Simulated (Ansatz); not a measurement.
Consider W in the bcc (W type) structure (space group Im-3m, No. 229; a = 3.154 Å).

Level of theory: Ansatz (a first-principles code) PBEsol, spin-orbit coupling left out, earlier PAW set.

Modification: full substitution W → Mo; the structure is relaxed again.

Measured lattice parameter a: W 3.16 Å (static lattice; corrected from measurement; as listed in Daniel Mejia-Rodriguez, S. B. Trickey, Phys. Rev. B (2018)); Mo 3.141 Å (static lattice; corrected from measurement; as listed in Daniel Mejia-Rodriguez, S. B. Trickey, Phys. Rev. B (2018)).

Q: How well does PBEsol reproduce the measured shift?

A: With PBEsol the lattice parameter a moves by -0.025 Å (3.154 → 3.130) against -0.019 Å measured.

Stability against distortions was not tested. The final runs are not spin-polarised.
